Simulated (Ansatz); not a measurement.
## Loss of HCl: C5H11Cl → C5H10 + HCl

Species: C5H11Cl (2-chloro-3-methylbutane) `CC(C)C(C)Cl`, singlet; C5H10 (3-methyl-1-butene) `C=CC(C)C`, singlet; HCl (hydrogen chloride), singlet. 

Shapes, held fixed at every level: PBE0-D4/def2-TZVP. Flexible molecules stand in one conformer, not always the lowest. Programs: Ansatz 0.2.0. Electronic energies: no zero-point or thermal term.

```csv
level,kind,ΔE (kJ/mol),less CCSD(T)/CBS estimate
B3LYP-D4/def2-TZVPP,global hybrid,+83.1,-8.1
wB97M-V/def2-TZVPP,range-separated hybrid,+94.9,+3.7
wB97X-V/def2-TZVPP,range-separated hybrid,+102.9,+11.7
B2PLYP/def2-TZVPP,double hybrid,+79.7,-11.5
MP2/def2-TZVPP,perturbation theory,+98.8,+7.6
CCSD(T)/def2-TZVPP,coupled cluster or CI,+87.5,-3.7
CCSD/def2-TZVPP,coupled cluster or CI,+84.5,-6.7
CCSD(T)/CBS estimate,coupled cluster or CI,+91.2,0.0
```

The highest level, CCSD(T)/CBS estimate, gives ΔE = +91.2 kJ/mol; the levels span +79.7 to +102.9. The column of differences is taken from that level and isn't an error. No measured value is set beside it here. The CBS estimate extrapolates MP2 from def2-TZVPP and def2-QZVPP and adds CCSD(T) − MP2 in the triple-zeta set, cores frozen.
